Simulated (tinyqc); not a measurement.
RKS/LDA (VWN5) in the sto-6g basis, for OH-, spin multiplicity 1, step by step (part 1 of 2). The basis has no diffuse functions, so it cannot describe the extra electron: this is an exercise in the method, not the real anion. Computed by tinyqc, a small Python program that keeps every step (integrals from PySCF). Settings: charge = -1, multiplicity = 1, basis = sto-6g, energy threshold = 1e-10, iteration cap = 60, orthogonalisation = canonical, start = core, DIIS depth = 0, damping = 0.5, shift = 1.0, method = RKS, functional = lda,vwn, grid = [10, 26]. Command: `OMP_NUM_THREADS=1 python tinyqc.py 28903 28904 out.jsonl` (the two numbers bound the seeds that draw the settings). One thread of a shared host (Intel(R) Xeon(R) Processor @ 2.60GHz), about 0.5 s of CPU time with the checks. Later iterations appear only in the table of the cycle.

## One-electron integrals

Geometry (angstrom):
```
atom        x        y        z
O     0.00000  0.00000  0.00000
H     0.00000  0.00000  1.38800
```

Basis sto-6g: exponents (1/bohr^2) and contraction coefficients of normalised primitives:
```
element  l (shell)    exponent  coefficient
O            s (1)  1355.58423      0.00916
O            s (1)   248.54489      0.04936
O            s (1)    69.53390      0.16854
O            s (1)    23.88677      0.37056
O            s (1)     9.27593      0.41649
O            s (1)     3.82034      0.13033
O            s (2)    52.18776     -0.01325
O            s (2)    10.32932     -0.04699
O            s (2)     3.21034     -0.03379
O            s (2)     1.23514      0.25024
O            s (2)     0.53642      0.59512
O            s (2)     0.24588      0.24071
O            p (3)    52.18776      0.00376
O            p (3)    10.32932      0.03768
O            p (3)     3.21034      0.17390
O            p (3)     1.23514      0.41804
O            p (3)     0.53642      0.42586
O            p (3)     0.24588      0.10171
H            s (1)    35.52322      0.00916
H            s (1)     6.51314      0.04936
H            s (1)     1.82214      0.16854
H            s (1)     0.62596      0.37056
H            s (1)     0.24308      0.41649
H            s (1)     0.10011      0.13033
```

Overlap, kinetic and nuclear-attraction integrals over the contracted functions; the nuclear repulsion is the sum of Za Zb / Rab.

nuclear repulsion = 3.0500127 hartree

overlap S, order 1O 1s, 1O 2s, 1O 2px, 1O 2py, 1O 2pz, 2H 1s:
$$\begin{pmatrix}
1.00000 & 0.23114 & 0.00000 & 0.00000 & 0.00000 & 0.02049 \\
0.23114 & 1.00000 & 0.00000 & 0.00000 & 0.00000 & 0.24497 \\
0.00000 & 0.00000 & 1.00000 & 0.00000 & 0.00000 & 0.00000 \\
0.00000 & 0.00000 & 0.00000 & 1.00000 & 0.00000 & 0.00000 \\
0.00000 & 0.00000 & 0.00000 & 0.00000 & 1.00000 & 0.23371 \\
0.02049 & 0.24497 & 0.00000 & 0.00000 & 0.23371 & 1.00000
\end{pmatrix}$$

kinetic energy T (hartree), order 1O 1s, 1O 2s, 1O 2px, 1O 2py, 1O 2pz, 2H 1s:
$$\begin{pmatrix}
29.32720 & -0.89602 & 0.00000 & 0.00000 & 0.00000 & -0.00584 \\
-0.89602 & 0.84262 & 0.00000 & 0.00000 & 0.00000 & 0.00533 \\
0.00000 & 0.00000 & 2.53131 & 0.00000 & 0.00000 & 0.00000 \\
0.00000 & 0.00000 & 0.00000 & 2.53131 & 0.00000 & 0.00000 \\
0.00000 & 0.00000 & 0.00000 & 0.00000 & 2.53131 & 0.06373 \\
-0.00584 & 0.00533 & 0.00000 & 0.00000 & 0.06373 & 0.76852
\end{pmatrix}$$

nuclear attraction V (hartree), order 1O 1s, 1O 2s, 1O 2px, 1O 2py, 1O 2pz, 2H 1s:
$$\begin{pmatrix}
-61.63957 & -6.23941 & 0.00000 & 0.00000 & -0.00781 & -0.63102 \\
-6.23941 & -9.38127 & 0.00000 & 0.00000 & -0.09268 & -1.62282 \\
0.00000 & 0.00000 & -9.36479 & 0.00000 & 0.00000 & 0.00000 \\
0.00000 & 0.00000 & 0.00000 & -9.36479 & 0.00000 & 0.00000 \\
-0.00781 & -0.09268 & 0.00000 & 0.00000 & -9.41304 & -1.36130 \\
-0.63102 & -1.62282 & 0.00000 & 0.00000 & -1.36130 & -4.27016
\end{pmatrix}$$

core Hamiltonian H = T + V (hartree), order 1O 1s, 1O 2s, 1O 2px, 1O 2py, 1O 2pz, 2H 1s:
$$\begin{pmatrix}
-32.31237 & -7.13543 & 0.00000 & 0.00000 & -0.00781 & -0.63685 \\
-7.13543 & -8.53865 & 0.00000 & 0.00000 & -0.09268 & -1.61749 \\
0.00000 & 0.00000 & -6.83348 & 0.00000 & 0.00000 & 0.00000 \\
0.00000 & 0.00000 & 0.00000 & -6.83348 & 0.00000 & 0.00000 \\
-0.00781 & -0.09268 & 0.00000 & 0.00000 & -6.88173 & -1.29757 \\
-0.63685 & -1.61749 & 0.00000 & 0.00000 & -1.29757 & -3.50164
\end{pmatrix}$$

## Two-electron integrals

Functions are numbered as in S; the eight-fold symmetry (ij|kl) = (ji|kl) = (kl|ij) leaves the list below.

Two-electron integrals (ij|kl) in chemists' order, unique and non-zero (hartree):
```
(11|11) 4.78749   (21|11) 0.67588   (21|21) 0.12150   (22|11) 1.11738
(22|21) 0.24921   (22|22) 0.81738   (31|31) 0.02576   (32|31) 0.03914
(32|32) 0.18066   (33|11) 1.11738   (33|21) 0.24921   (33|22) 0.81738
(33|33) 0.88066   (41|41) 0.02576   (42|41) 0.03914   (42|42) 0.18066
(43|43) 0.04746   (44|11) 1.11738   (44|21) 0.24921   (44|22) 0.81738
(44|33) 0.78574   (44|44) 0.88066   (51|51) 0.02576   (52|51) 0.03914
(52|52) 0.18066   (53|53) 0.04746   (54|54) 0.04746   (55|11) 1.11738
(55|21) 0.24921   (55|22) 0.81738   (55|33) 0.78574   (55|44) 0.78574
(55|55) 0.88066   (61|11) 0.06357   (61|21) 0.01097   (61|22) 0.02206
(61|33) 0.02202   (61|44) 0.02202   (61|51) 0.00054   (61|52) 0.00106
(61|55) 0.02215   (61|61) 0.00101   (62|11) 0.18252   (62|21) 0.04141
(62|22) 0.15408   (62|33) 0.15139   (62|44) 0.15139   (62|51) 0.00333
(62|52) 0.02627   (62|55) 0.15944   (62|61) 0.00377   (62|62) 0.03915
(63|31) 0.00421   (63|32) 0.02493   (63|53) 0.00521   (63|63) 0.00501
(64|41) 0.00421   (64|42) 0.02493   (64|54) 0.00521   (64|64) 0.00501
(65|11) 0.14550   (65|21) 0.03343   (65|22) 0.13241   (65|33) 0.12686
(65|44) 0.12686   (65|51) 0.00644   (65|52) 0.04525   (65|55) 0.14352
(65|61) 0.00316   (65|62) 0.04083   (65|65) 0.04697   (66|11) 0.37872
(66|21) 0.08747   (66|22) 0.37387   (66|33) 0.36151   (66|44) 0.36151
(66|51) 0.00743   (66|52) 0.08338   (66|55) 0.39859   (66|61) 0.00800
(66|62) 0.13160   (66|65) 0.15562   (66|66) 0.77500
```

## Orthogonalisation

S = U s U^T; canonical form X = U s^(-1/2), so that X^T S X = 1. Each column of U has its largest component positive (the first on a tie).

eigenvalues of S: [0.62354, 0.85053, 1.00000, 1.00000, 1.13147, 1.39447]

X, order 1O 1s, 1O 2s, 1O 2px, 1O 2py, 1O 2pz, 2H 1s:
$$\begin{pmatrix}
0.42899 & 0.68379 & 0.00000 & 0.00000 & -0.54898 & 0.32419 \\
-0.76734 & -0.40701 & 0.00000 & 0.00000 & -0.34189 & 0.50789 \\
0.00000 & 0.00000 & -0.68139 & 0.73192 & 0.00000 & 0.00000 \\
0.00000 & 0.00000 & 0.73192 & 0.68139 & 0.00000 & 0.00000 \\
-0.48077 & 0.62050 & 0.00000 & 0.00000 & 0.59468 & 0.30330 \\
0.77444 & -0.39686 & 0.00000 & 0.00000 & 0.33452 & 0.51194
\end{pmatrix}$$

Within a degenerate level the vectors are fixed only up to a rotation; this is one choice.

## Starting guess

The start is the orbitals of the core Hamiltonian; D = 2 C_occ C_occ^T.

D at the start, order 1O 1s, 1O 2s, 1O 2px, 1O 2py, 1O 2pz, 2H 1s:
$$\begin{pmatrix}
2.11539 & -0.50297 & 0.00000 & 0.00000 & -0.01420 & 0.04442 \\
-0.50297 & 2.19050 & 0.00000 & 0.00000 & 0.07867 & -0.18475 \\
0.00000 & 0.00000 & 2.00000 & 0.00000 & 0.00000 & 0.00000 \\
0.00000 & 0.00000 & 0.00000 & 2.00000 & 0.00000 & 0.00000 \\
-0.01420 & 0.07867 & 0.00000 & 0.00000 & 2.07830 & -0.21126 \\
0.04442 & -0.18475 & 0.00000 & 0.00000 & -0.21126 & 0.03576
\end{pmatrix}$$

## Iteration 1: exchange-correlation on the grid

Becke grid with 10 radial and 26 angular points per atom, points of zero weight dropped. rho = sum D_ij phi_i phi_j; V_xc,ij = sum w v_xc phi_i phi_j; v_xc is d(rho eps)/d rho.

The 16 grid points with the largest w rho, of 514 (bohr, atomic units):
```
x                y         z        w      rho    eps_xc      v_xc
0.00000    0.00000  -1.19069  0.54324  0.33321  -0.57467  -0.75327
1.19069    0.00000   0.00000  0.54314  0.33262  -0.57435  -0.75286
-1.19069   0.00000   0.00000  0.54314  0.33262  -0.57435  -0.75286
0.00000    1.19069   0.00000  0.54314  0.33262  -0.57435  -0.75286
0.00000   -1.19069   0.00000  0.54314  0.33262  -0.57435  -0.75286
0.00000    0.00000   1.19069  0.45337  0.32624  -0.57090  -0.74830
0.84195    0.84195   0.00000  0.43451  0.33262  -0.57435  -0.75286
0.84195   -0.84195   0.00000  0.43451  0.33262  -0.57435  -0.75286
-0.84195   0.84195   0.00000  0.43451  0.33262  -0.57435  -0.75286
-0.84195  -0.84195   0.00000  0.43451  0.33262  -0.57435  -0.75286
0.84195    0.00000  -0.84195  0.43459  0.33145  -0.57372  -0.75203
0.00000    0.84195  -0.84195  0.43459  0.33145  -0.57372  -0.75203
0.00000   -0.84195  -0.84195  0.43459  0.33145  -0.57372  -0.75203
-0.84195   0.00000  -0.84195  0.43459  0.33145  -0.57372  -0.75203
-0.84195   0.00000   0.84195  0.42085  0.33492  -0.57558  -0.75448
0.00000   -0.84195   0.84195  0.42085  0.33492  -0.57558  -0.75448
```

electrons on the grid, sum of w rho = 9.99778

E_xc = sum of w rho eps_xc = -9.6423565 hartree

V_xc (hartree), order 1O 1s, 1O 2s, 1O 2px, 1O 2py, 1O 2pz, 2H 1s:
$$\begin{pmatrix}
-2.95240 & -0.38217 & 0.00000 & 0.00000 & -0.00059 & -0.03703 \\
-0.38217 & -0.83745 & 0.00000 & 0.00000 & -0.00042 & -0.13060 \\
0.00000 & 0.00000 & -0.83669 & 0.00000 & 0.00000 & 0.00000 \\
0.00000 & 0.00000 & 0.00000 & -0.83669 & 0.00000 & 0.00000 \\
-0.00059 & -0.00042 & 0.00000 & 0.00000 & -0.83830 & -0.09910 \\
-0.03703 & -0.13060 & 0.00000 & 0.00000 & -0.09910 & -0.16120
\end{pmatrix}$$

## Iteration 1: building the Kohn-Sham matrix

J_ij = sum D_kl (ij|kl); F = H + J + V_xc; E = tr D H + tr D J / 2 + E_xc + E_nn.

Coulomb J (hartree), order 1O 1s, 1O 2s, 1O 2px, 1O 2py, 1O 2pz, 2H 1s:
$$\begin{pmatrix}
18.57721 & 3.34290 & 0.00000 & 0.00000 & 0.00179 & 0.30368 \\
3.34290 & 8.77423 & 0.00000 & 0.00000 & 0.00156 & 1.59624 \\
0.00000 & 0.00000 & 8.77464 & 0.00000 & 0.00000 & 0.00000 \\
0.00000 & 0.00000 & 0.00000 & 8.77464 & 0.00000 & 0.00000 \\
0.00179 & 0.00156 & 0.00000 & 0.00000 & 8.77340 & 1.34778 \\
0.30368 & 1.59624 & 0.00000 & 0.00000 & 1.34778 & 3.73349
\end{pmatrix}$$

Kohn-Sham matrix F (hartree), order 1O 1s, 1O 2s, 1O 2px, 1O 2py, 1O 2pz, 2H 1s:
$$\begin{pmatrix}
-16.68756 & -4.17470 & 0.00000 & 0.00000 & -0.00661 & -0.37020 \\
-4.17470 & -0.60187 & 0.00000 & 0.00000 & -0.09154 & -0.15184 \\
0.00000 & 0.00000 & 1.10448 & 0.00000 & 0.00000 & 0.00000 \\
0.00000 & 0.00000 & 0.00000 & 1.10448 & 0.00000 & 0.00000 \\
-0.00661 & -0.09154 & 0.00000 & 0.00000 & 1.05337 & -0.04889 \\
-0.37020 & -0.15184 & 0.00000 & 0.00000 & -0.04889 & 0.07066
\end{pmatrix}$$

total energy of this density = -73.4138245 hartree

This density is the starting one.

## Iteration 1: diagonalisation and new density

A level shift of 1 hartree raises the virtual space: F + shift (S - S D(s) S), with D(s) the density of one spin (D/2). Diagonalise F' = X^T F X, C = X C', fill 5 alpha and 5 beta electrons from the bottom; D = 2 C_occ C_occ^T; the new density keeps 0.5 of the old one (damping). Each column has its largest component positive (the first on a tie).

F' = X^T F X (hartree):
$$\begin{pmatrix}
-0.06485 & -2.87128 & 0.00000 & 0.00000 & 2.76663 & -1.84474 \\
-2.87128 & -4.81572 & 0.00000 & 0.00000 & 6.35171 & -4.54414 \\
0.00000 & 0.00000 & 1.10448 & 0.00000 & 0.00000 & 0.00000 \\
0.00000 & 0.00000 & 0.00000 & 1.10448 & 0.00000 & 0.00000 \\
2.76663 & 6.35171 & 0.00000 & 0.00000 & -5.96595 & 5.13265 \\
-1.84474 & -4.54414 & 0.00000 & 0.00000 & 5.13265 & -3.09250
\end{pmatrix}$$

orbital energies (hartree): MO1 -16.69393, MO2 0.44508, MO3 0.95965, MO4 1.10448, MO5 1.10448, MO6 1.35020

coefficients C, order 1O 1s, 1O 2s, 1O 2px, 1O 2py, 1O 2pz, 2H 1s:
$$\begin{pmatrix}
0.99518 & -0.24282 & 0.08293 & 0.00000 & 0.00000 & 0.04334 \\
0.02035 & 0.95800 & -0.38436 & 0.00000 & 0.00000 & -0.25180 \\
0.00000 & 0.00000 & 0.00000 & 0.99836 & -0.05724 & 0.00000 \\
0.00000 & 0.00000 & 0.00000 & 0.05724 & 0.99836 & 0.00000 \\
0.00119 & 0.14304 & 0.68029 & 0.00000 & 0.00000 & -0.76061 \\
-0.00323 & 0.16065 & 0.56731 & 0.00000 & 0.00000 & 0.88520
\end{pmatrix}$$

D after iteration 1, order 1O 1s, 1O 2s, 1O 2px, 1O 2py, 1O 2pz, 2H 1s:
$$\begin{pmatrix}
2.11391 & -0.49572 & 0.00000 & 0.00000 & 0.01577 & 0.02703 \\
-0.49572 & 2.16116 & 0.00000 & 0.00000 & -0.08509 & -0.15659 \\
0.00000 & 0.00000 & 2.00000 & 0.00000 & 0.00000 & 0.00000 \\
0.00000 & 0.00000 & 0.00000 & 2.00000 & 0.00000 & 0.00000 \\
0.01577 & -0.08509 & 0.00000 & 0.00000 & 1.52241 & 0.30328 \\
0.02703 & -0.15659 & 0.00000 & 0.00000 & 0.30328 & 0.36554
\end{pmatrix}$$

Within a degenerate level the vectors are fixed only up to a rotation; this is one choice.

## Iteration 2: exchange-correlation on the grid

As before.

The 16 grid points with the largest w rho, of 514 (bohr, atomic units):
```
x                y         z        w      rho    eps_xc      v_xc
-1.19069   0.00000   0.00000  0.54314  0.33183  -0.57392  -0.75230
1.19069    0.00000   0.00000  0.54314  0.33183  -0.57392  -0.75230
0.00000    1.19069   0.00000  0.54314  0.33183  -0.57392  -0.75230
0.00000   -1.19069   0.00000  0.54314  0.33183  -0.57392  -0.75230
0.00000    0.00000  -1.19069  0.54324  0.28471  -0.54727  -0.71709
0.84195   -0.84195   0.00000  0.43451  0.33183  -0.57392  -0.75230
-0.84195  -0.84195   0.00000  0.43451  0.33183  -0.57392  -0.75230
0.84195    0.84195   0.00000  0.43451  0.33183  -0.57392  -0.75230
-0.84195   0.84195   0.00000  0.43451  0.33183  -0.57392  -0.75230
0.84195    0.00000  -0.84195  0.43459  0.31034  -0.56211  -0.73669
0.00000   -0.84195  -0.84195  0.43459  0.31034  -0.56211  -0.73669
0.00000    0.84195  -0.84195  0.43459  0.31034  -0.56211  -0.73669
-0.84195   0.00000  -0.84195  0.43459  0.31034  -0.56211  -0.73669
0.00000    0.00000   1.19069  0.45337  0.28852  -0.54953  -0.72008
0.00000    0.84195   0.84195  0.42085  0.30285  -0.55786  -0.73108
0.84195    0.00000   0.84195  0.42085  0.30285  -0.55786  -0.73108
```

electrons on the grid, sum of w rho = 9.99517

E_xc = sum of w rho eps_xc = -9.3722097 hartree

V_xc (hartree), order 1O 1s, 1O 2s, 1O 2px, 1O 2py, 1O 2pz, 2H 1s:
$$\begin{pmatrix}
-2.94663 & -0.37878 & 0.00000 & 0.00000 & 0.00029 & -0.03670 \\
-0.37878 & -0.82463 & 0.00000 & 0.00000 & 0.00056 & -0.14003 \\
0.00000 & 0.00000 & -0.82825 & 0.00000 & 0.00000 & 0.00000 \\
0.00000 & 0.00000 & 0.00000 & -0.82825 & 0.00000 & 0.00000 \\
0.00029 & 0.00056 & 0.00000 & 0.00000 & -0.81672 & -0.11558 \\
-0.03670 & -0.14003 & 0.00000 & 0.00000 & -0.11558 & -0.34633
\end{pmatrix}$$

## Iteration 2: building the Kohn-Sham matrix

As before.

Coulomb J (hartree), order 1O 1s, 1O 2s, 1O 2px, 1O 2py, 1O 2pz, 2H 1s:
$$\begin{pmatrix}
18.20867 & 3.26301 & 0.00000 & 0.00000 & -0.00024 & 0.29653 \\
3.26301 & 8.56529 & 0.00000 & 0.00000 & 0.02025 & 1.58251 \\
0.00000 & 0.00000 & 8.57336 & 0.00000 & 0.00000 & 0.00000 \\
0.00000 & 0.00000 & 0.00000 & 8.57336 & 0.00000 & 0.00000 \\
-0.00024 & 0.02025 & 0.00000 & 0.00000 & 8.54917 & 1.35179 \\
0.29653 & 1.58251 & 0.00000 & 0.00000 & 1.35179 & 3.89766
\end{pmatrix}$$

Kohn-Sham matrix F (hartree), order 1O 1s, 1O 2s, 1O 2px, 1O 2py, 1O 2pz, 2H 1s:
$$\begin{pmatrix}
-17.05033 & -4.25121 & 0.00000 & 0.00000 & -0.00776 & -0.37702 \\
-4.25121 & -0.79799 & 0.00000 & 0.00000 & -0.07187 & -0.17501 \\
0.00000 & 0.00000 & 0.91162 & 0.00000 & 0.00000 & 0.00000 \\
0.00000 & 0.00000 & 0.00000 & 0.91162 & 0.00000 & 0.00000 \\
-0.00776 & -0.07187 & 0.00000 & 0.00000 & 0.85072 & -0.06136 \\
-0.37702 & -0.17501 & 0.00000 & 0.00000 & -0.06136 & 0.04969
\end{pmatrix}$$

total energy of this density = -73.9778955 hartree

This density is a damped mixture and is not idempotent.

## Iteration 2: diagonalisation and new density

As before.

F' = X^T F X (hartree):
$$\begin{pmatrix}
-0.10886 & -3.04931 & 0.00000 & 0.00000 & 2.67843 & -1.93201 \\
-3.04931 & -4.95719 & 0.00000 & 0.00000 & 6.47325 & -4.56781 \\
0.00000 & 0.00000 & 0.91162 & 0.00000 & 0.00000 & 0.00000 \\
0.00000 & 0.00000 & 0.00000 & 0.91162 & 0.00000 & 0.00000 \\
2.67843 & 6.47325 & 0.00000 & 0.00000 & -6.26349 & 5.11156 \\
-1.93201 & -4.56781 & 0.00000 & 0.00000 & 5.11156 & -3.39268
\end{pmatrix}$$

orbital energies (hartree): MO1 -17.05636, MO2 0.23592, MO3 0.62913, MO4 0.91162, MO5 0.91162, MO6 1.46909

coefficients C, order 1O 1s, 1O 2s, 1O 2px, 1O 2py, 1O 2pz, 2H 1s:
$$\begin{pmatrix}
0.99534 & -0.23053 & 0.11222 & 0.00000 & 0.00000 & -0.04073 \\
0.01970 & 0.90149 & -0.51275 & 0.00000 & 0.00000 & 0.23092 \\
0.00000 & 0.00000 & 0.00000 & 0.95293 & -0.30319 & 0.00000 \\
0.00000 & 0.00000 & 0.00000 & 0.30319 & 0.95293 & 0.00000 \\
0.00122 & 0.15479 & 0.53247 & 0.00000 & 0.00000 & 0.86851 \\
-0.00321 & 0.26726 & 0.68266 & 0.00000 & 0.00000 & -0.77056
\end{pmatrix}$$

D after iteration 2, order 1O 1s, 1O 2s, 1O 2px, 1O 2py, 1O 2pz, 2H 1s:
$$\begin{pmatrix}
2.11339 & -0.49361 & 0.00000 & 0.00000 & 0.03317 & 0.02531 \\
-0.49361 & 2.15656 & 0.00000 & 0.00000 & -0.17600 & -0.18746 \\
0.00000 & 0.00000 & 2.00000 & 0.00000 & 0.00000 & 0.00000 \\
0.00000 & 0.00000 & 0.00000 & 2.00000 & 0.00000 & 0.00000 \\
0.03317 & -0.17600 & 0.00000 & 0.00000 & 1.06869 & 0.55650 \\
0.02531 & -0.18746 & 0.00000 & 0.00000 & 0.55650 & 0.72024
\end{pmatrix}$$

Within a degenerate level the vectors are fixed only up to a rotation; this is one choice.

## Iteration 34 (converged): orbitals

converged F (hartree), order 1O 1s, 1O 2s, 1O 2px, 1O 2py, 1O 2pz, 2H 1s:
$$\begin{pmatrix}
-17.75446 & -4.40015 & 0.00000 & 0.00000 & -0.00867 & -0.39025 \\
-4.40015 & -1.18623 & 0.00000 & 0.00000 & -0.03013 & -0.20811 \\
0.00000 & 0.00000 & 0.52727 & 0.00000 & 0.00000 & 0.00000 \\
0.00000 & 0.00000 & 0.00000 & 0.52727 & 0.00000 & 0.00000 \\
-0.00867 & -0.03013 & 0.00000 & 0.00000 & 0.45462 & -0.06450 \\
-0.39025 & -0.20811 & 0.00000 & 0.00000 & -0.06450 & 0.26537
\end{pmatrix}$$

Diagonalise F' = X^T F X, C = X C', fill 5 alpha and 5 beta electrons from the bottom; D = 2 C_occ C_occ^T. Each column has its largest component positive (the first on a tie).

F' = X^T F X (hartree):
$$\begin{pmatrix}
-0.78735 & -2.89105 & 0.00000 & 0.00000 & 2.80407 & -2.00058 \\
-2.89105 & -5.64781 & 0.00000 & 0.00000 & 6.51856 & -4.62966 \\
0.00000 & 0.00000 & 0.52727 & 0.00000 & 0.00000 & 0.00000 \\
0.00000 & 0.00000 & 0.00000 & 0.52727 & 0.00000 & 0.00000 \\
2.80407 & 6.51856 & 0.00000 & 0.00000 & -6.76757 & 5.24389 \\
-2.00058 & -4.62966 & 0.00000 & 0.00000 & 5.24389 & -3.77842
\end{pmatrix}$$

orbital energies (hartree): MO1 -17.75987, MO2 -0.12147, MO3 0.28370, MO4 0.52727, MO5 0.52727, MO6 0.61650

coefficients C, order 1O 1s, 1O 2s, 1O 2px, 1O 2py, 1O 2pz, 2H 1s:
$$\begin{pmatrix}
0.99564 & -0.24036 & 0.08413 & 0.00000 & 0.00000 & -0.04415 \\
0.01849 & 0.95127 & -0.40711 & 0.00000 & 0.00000 & 0.24146 \\
0.00000 & 0.00000 & 0.00000 & 0.82760 & -0.56132 & 0.00000 \\
0.00000 & 0.00000 & 0.00000 & 0.56132 & 0.82760 & 0.00000 \\
0.00119 & 0.05887 & 0.50453 & 0.00000 & 0.00000 & 0.89653 \\
-0.00306 & 0.20315 & 0.74747 & 0.00000 & 0.00000 & -0.72886
\end{pmatrix}$$

D after iteration 34, order 1O 1s, 1O 2s, 1O 2px, 1O 2py, 1O 2pz, 2H 1s:
$$\begin{pmatrix}
2.11229 & -0.48898 & 0.00000 & 0.00000 & 0.05897 & 0.02201 \\
-0.48898 & 2.14201 & 0.00000 & 0.00000 & -0.29876 & -0.22222 \\
0.00000 & 0.00000 & 2.00000 & 0.00000 & 0.00000 & 0.00000 \\
0.00000 & 0.00000 & 0.00000 & 2.00000 & 0.00000 & 0.00000 \\
0.05897 & -0.29876 & 0.00000 & 0.00000 & 0.51603 & 0.77815 \\
0.02201 & -0.22222 & 0.00000 & 0.00000 & 0.77815 & 1.19999
\end{pmatrix}$$

Within a degenerate level the vectors are fixed only up to a rotation; this is one choice.
